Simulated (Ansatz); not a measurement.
Basis-set extrapolation for C3H4, SMILES `C#CC` (PBE0-D4/def2-TZVP geometry, frozen core, Ansatz 0.2.0). Multiplicity 1, RHF reference.

```csv
,cc-pV(T+d)Z,cc-pV(Q+d)Z
HF,-115.908325,-115.915843
MP2 correlation,-0.481355,-0.511354
CCSD(T) correlation,-0.526727,-0.552766
```

Energies in hartree. Use E(X) = E(∞) + A·exp(−5.46·√X) for Hartree–Fock and E(X) = E(∞) + B·X^(−3.05) for correlation, with X = 3 and 4.

Problem. What is the CCSD(T) energy at the basis-set limit?

Solution. HF limit: -115.915843 + (-0.007518) × 0.30130 = -115.91811. Correlation limit: -0.552766 + (-0.026039) × 0.71189 = -0.57130. Total: -116.48941 hartree, 34.1 kcal/mol below CCSD(T)/cc-pV(T+d)Z.
